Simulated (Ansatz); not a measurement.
BNH2F (SMILES N[B]F): the energy, rung by rung

BNH2F: 5 atoms, total charge 0, spin state doublet. As SMILES, `N[B]F`. Geometry: relaxed at PBE0-D4/def2-TZVP. This is one conformer, not always the lowest.

```xyz
5

N    -0.3152    0.2846   -0.2983
B     0.2568   -0.9047    0.1193
F     1.1865   -0.9571    1.0606
H    -1.0196    0.3220   -1.0120
H    -0.0585    1.1817    0.0889
```

Each level gives the energy change with the N1–H4 bond stretched from 1.003 to 1.254 Å (eV). The values are calculated.

```
           level                    kind  program  value (eV)  CPU time (all runs)
      UHF/STO-3G            Hartree–Fock   Ansatz        1.15               0.15 s
   USVWN5/STO-3G                     LDA   Ansatz        0.75                1.4 s
U-wB97M-V/STO-3G  range-separated hybrid   Ansatz        0.85                 34 s
  U-wB97X/STO-3G  range-separated hybrid   Ansatz           ?                 13 s
   UHSE06/STO-3G  range-separated hybrid   Ansatz        0.85                3.5 s
     UMP2/STO-3G     perturbation theory   Ansatz        0.87               0.16 s
 UBCCD(T)/STO-3G   coupled cluster or CI   Ansatz        0.75                0.5 s
  UCCSDTQ/STO-3G   coupled cluster or CI   Ansatz        0.74              2.3 min
      FCI/STO-3G      exact in the basis   Ansatz        0.74              1.7 min
```

(1) Estimate the missing values from the other rows.

Results:

(1) As computed at these levels: U-wB97X/STO-3G: 0.88 eV. The first shape isn't each level's own minimum. The values span 0.74 to 1.15 eV. All rows use very small basis sets, so even the best lies far from the true value. Times are those of the runs behind each value, whatever else they computed, on shared processors of several kinds: orders of magnitude only.
